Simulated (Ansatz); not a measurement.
**Other spins and charges of CF⁺, triplet at one geometry**

Geometry (PBE0/def2-TZVP stationary point for this spin):

| atom | x (Å) | y (Å) | z (Å) |
| --- | --- | --- | --- |
| C | 0.0000 | 0.0000 | 0.0000 |
| F | 0.0000 | 0.0000 | 1.2067 |

Basis cc-pVTZ; Ansatz 0.2.0. Correlated methods freeze the noble-gas cores. R marks a restricted (for open shells ROHF) determinant, U an unrestricted one. Active spaces: valence = (10e, 8o) chosen from the atoms' valence shells.

Gaps are energies of the second state less the first, at fixed atoms, for a selection of the levels run; each method lands on the state that its own search finds for that charge and spin.

For open shells CISD is restricted-active-space CI with the open shells as a complete middle space.

**Question.** PBE gives 8.547 eV for quintet less triplet. Estimate what UCCSDT(Q) gives in cc-pVTZ.

**Answer.** UCCSDT(Q) in cc-pVTZ gives 8.076 eV, so against it PBE is off by 0.471 eV, of which a good part can be the reference's own basis and frozen-core error.

| level | gap (eV) | error (meV) |
| --- | --- | --- |
| RHF | 6.135 | -1941 |
| UHF | 6.049 | -2027 |
| RMP2 | 8.182 | 106 |
| UMP2 | 8.219 | 143 |
| CISD | 7.682 | -394 |
| RCCSD | 7.877 | -199 |
| UCCSD | 7.873 | -203 |
| RCCSD(T) | 8.061 | -15 |
| UCCSD(T) | 8.058 | -18 |
| BCCD(T) | 8.061 | -15 |
| RCCSDT | 8.068 | -8 |
| UCCSDT | 8.065 | -11 |
| RCCSDT(Q) | 8.070 | -6 |
| CASSCF (valence space) | 7.723 | -353 |
| NEVPT2 (valence space) | 8.068 | -8 |
| MRCISD (valence space) | 8.028 | -48 |
| MRCISD+Q (valence space) | 8.061 | -15 |
| r2SCAN | 7.994 | -82 |
| PBE0 | 8.043 | -33 |
| B3LYP | 8.398 | 322 |
| wB97M-V | 8.348 | 272 |
| B2PLYP | 8.337 | 261 |
| RPA-PBE | 8.123 | 47 |

**Question.** PBE gives -4.387 eV for singlet less triplet. Estimate what UCCSDT(Q) gives in cc-pVTZ.

**Answer.** UCCSDT(Q) in cc-pVTZ gives -4.725 eV, so against it PBE is off by 0.338 eV, of which a good part can be the reference's own basis and frozen-core error.

```
                   level  gap (eV)  error (meV)
                     RHF    -3.436         1289
                     UHF    -3.350         1375
                    RMP2    -4.516          209
                    UMP2    -4.488          237
                    CISD    -4.386          339
                   RCCSD    -4.624          101
                   UCCSD    -4.623          102
                RCCSD(T)    -4.723            2
                UCCSD(T)    -4.723            2
                 BCCD(T)    -4.735          -10
                  RCCSDT    -4.716            9
                  UCCSDT    -4.716            9
               RCCSDT(Q)    -4.734           -9
  CASSCF (valence space)    -4.699           26
  NEVPT2 (valence space)    -4.318          407
  MRCISD (valence space)    -4.573          152
MRCISD+Q (valence space)    -4.601          124
                  r2SCAN    -4.031          694
                    PBE0    -4.242          483
                   B3LYP    -4.451          274
                 wB97M-V    -4.832         -107
                  B2PLYP    -4.519          206
                 RPA-PBE    -4.765          -40
```

Full CI isn't at hand for all of this; UCCSDT(Q) serves as the reference, and is uncertain by about the last step of the cluster series. The frozen core follows each run's orbitals, which can shift R against U totals by a few meV.
